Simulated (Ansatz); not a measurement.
Results of rVV10 (Ansatz, an electronic-structure program, PAW) for CaB6-type CaB6.

Settings: plane-wave cutoff 520 eV, 8×8×8 k mesh, Fermi–Dirac smearing 0.01 eV, scalar-relativistic PAW data made under PBE.

Shape and atoms are relaxed at each volume.

Pressure at four volumes; x = ln(V/10.152 Å³). One pressure is withheld.

```csv
V (Å³/atom),x,P (GPa)
9.746,-0.0408,6.66
10.152,0.0000,0.00
10.355,0.0198,-2.90
10.558,0.0392,?
```

Question: Pass a parabola P(x) through the three rows shown, estimate the bulk modulus and its pressure derivative near zero pressure, and predict the withheld pressure.

Answer: Slopes between the rows: (0.00 − (6.66))/(0.0000 − (-0.0408)) = -163.24 and (-2.90 − (0.00))/(0.0198 − (0.0000)) = -146.46 GPa. Their difference over the span 0.0606 is c = 16.78/0.0606 = 276.9 GPa, so P(x) = 6.66 + (-163.24)(x − (-0.0408)) + 276.9 (x − (-0.0408))(x − (0.0000)). At the middle row B = −dP/dx = −[-163.24 + 276.9 × 0.0408] = 151.9 GPa, and B′ = dB/dP = 2c/B = 3.6. At x = 0.0392 the parabola gives -5.53 GPa; the run gives -5.53 GPa. The Birch–Murnaghan fit to the energies at all volumes has B0 = 151 GPa and B′ = 3.6.

Measured, for comparison: bulk modulus 170 ± 5 GPa (room temperature, no zero-point or thermal correction; as tabulated in Structural stability and vibrational characteristics of CaB6 under high …). Computed (rounded) less measured: bulk modulus -11 %.

Note: the bulk modulus comes from volumes at which shape and atoms were relaxed.
